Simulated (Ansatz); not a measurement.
**C (R-3m)**

The calculation used Ansatz, DFT r2SCAN, scalar-relativistic, plane waves, PAW.

Settings: cutoff 500 eV, Γ-centred mesh 12×12×12 on the computed 14-atom cell, Gaussian smearing of 0.02 eV; no spin polarisation.

The structure is relaxed at this level of theory with its symmetry kept.

Symmetry: R-3m, No. 166, trigonal system. The conventional cell has a = 2.513 Å, b = 2.513 Å, c = 43.343 Å, α = 90.00°, β = 90.00°, γ = 120.00°. C (site symmetry 3m) has 4 C at 1.54 Å as nearest neighbours. C (site symmetry 3m) has 4 C at 1.54 Å as nearest neighbours. Around C (site symmetry 3m) lie 4 C at 1.54 Å. C (site symmetry 3m) is surrounded by 4 C at 1.54 Å. C (site symmetry 3m) has 4 C at 1.54 Å as nearest neighbours. Around C (site symmetry 3m) lie 4 C at 1.54 to 1.57 Å. Around C (site symmetry 3m) lie 4 C at 1.54 to 1.57 Å.

| Item | Value |
| --- | --- |
| Volume per atom | 5.64 Å³ |
| Formation energy from the elements' standard states (uncorrected) | +0.119 eV/atom |
| Generalised Kohn–Sham band gap | 4.64 eV, indirect from Γ to (-0.003, -0.367, -0.367) |
| Löwdin character of the top 1 eV of the valence band | C 2p 99 % |
| Löwdin character of the lowest 1 eV of the conduction band | C 2p 54 %, C 2s 37 %, unprojected 9 % |
| Electron masses at the edge by Cartesian direction of the standard setting (m_e; degenerate bands sorted by energy; no spin-orbit coupling) | x: 0.61; y: 0.30; z: 0.73 |
| Hole masses at the edge by Cartesian direction of the standard setting (m_e; degenerate bands sorted by energy; no spin-orbit coupling) | x: 0.75, 0.26; y: 0.75, 0.26; z: 0.65, 0.65 |
| Bulk modulus | 451 GPa |
| Its pressure derivative | 3.7 |

Cost: 11 runs of about 42 core-minutes in all, on AMD EPYC 7R43 (Zen 3) (shared hosts).